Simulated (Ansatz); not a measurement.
The pair A = CH2O2 (SMILES O=CO) (first 5 atoms), B = CH2O2 (SMILES O=CO); geometry from S22 set.
(charge 0, multiplicity 1):
```xyz
10

C     -1.88890    -0.17969     0.00000
O     -1.49328     1.07369     0.00000
O     -1.17043    -1.16659     0.00000
H     -2.97949    -0.25883     0.00000
H     -0.49883     1.10719     0.00000
C      1.88890     0.17969     0.00000
O      1.49328    -1.07369     0.00000
O      1.17043     1.16659     0.00000
H      2.97949     0.25883     0.00000
H      0.49883    -1.10719     0.00000
```

Frozen-core correlation. MP2 and its Hartree–Fock in aug-cc-pVQZ are density fitted.

The values were computed with Ansatz (a first-principles code). 

The counterpoise-corrected interaction energy is E(AB) − E(A in the pair's basis) − E(B in the pair's basis). Total energies (hartree):

```
level                          AB  A in the pair's basis  B in the pair's basis
-------------------  ------------  ---------------------  ---------------------
HF/aug-cc-pVTZ       -377.7066243           -188.8412095           -188.8412095
MP2/aug-cc-pVTZ      -379.0002000           -189.4861146           -189.4861146
HF/aug-cc-pVQZ       -377.7309315           -188.8533006           -188.8533006
MP2/aug-cc-pVQZ      -379.1067055           -189.5389178           -189.5389178
CCSD(T)/aug-cc-pVTZ  -379.0622460           -189.5169762           -189.5169762
```

Question: Work out the counterpoise-corrected interaction energy at the basis-set limit: extrapolate the MP2 correlation part as X⁻³, take Hartree–Fock from the larger set, and add the CCSD(T) − MP2 difference of aug-cc-pVTZ.

Answer: 
1. Differences (1 hartree = 627.509 kcal/mol): HF/aug-cc-pVTZ -15.189; MP2/aug-cc-pVTZ -17.552; HF/aug-cc-pVQZ -15.267; MP2/aug-cc-pVQZ -18.116; CCSD(T)/aug-cc-pVTZ -17.755.
2. Correlation parts, MP2 less HF: -2.363 in aug-cc-pVTZ (X = 3), -2.849 in aug-cc-pVQZ (X = 4).
3. Limit (4³·(-2.849) − 3³·(-2.363))/(4³ − 3³) = -3.203; with HF/aug-cc-pVQZ it gives -18.471.
4. CCSD(T) less MP2 in aug-cc-pVTZ: -0.203.
Result: -18.67 kcal/mol, against -17.55 at MP2/aug-cc-pVTZ. It is an estimate of this method's limit, not of the exact value.
